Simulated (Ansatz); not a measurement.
Basis-set extrapolation for C$_{2}$H$_{7}$B (`BCC`) (PBE0-D4/def2-TZVP geometry, frozen core, the Gaussian-basis code of Ansatz). Multiplicity 1, RHF reference.

```
                      def2-TZVPP   def2-QZVPP
                 HF  -104.513452  -104.518750
    MP2 correlation    -0.460570    -0.489130
CCSD(T) correlation    -0.520605      not run
```

Energies in hartree. Use E(X) = E(∞) + A·exp(−7.88·√X) for Hartree–Fock and E(X) = E(∞) + B·X^(−2.97) for correlation, with X = 3 and 4, and add CCSD(T) minus MP2 of the smaller set to the MP2 limit.

**Question.** What is the CCSD(T) energy at the basis-set limit?

**Answer.** HF limit: -104.518750 + (-0.005298) × 0.13774 = -104.51948. MP2 limit: -0.489130 + (-0.028560) × 0.74074 = -0.51029. Higher-order term: -0.520605 − (-0.460570) = -0.06004. Total: -105.08981 hartree, 35.0 kcal/mol below CCSD(T)/def2-TZVPP.
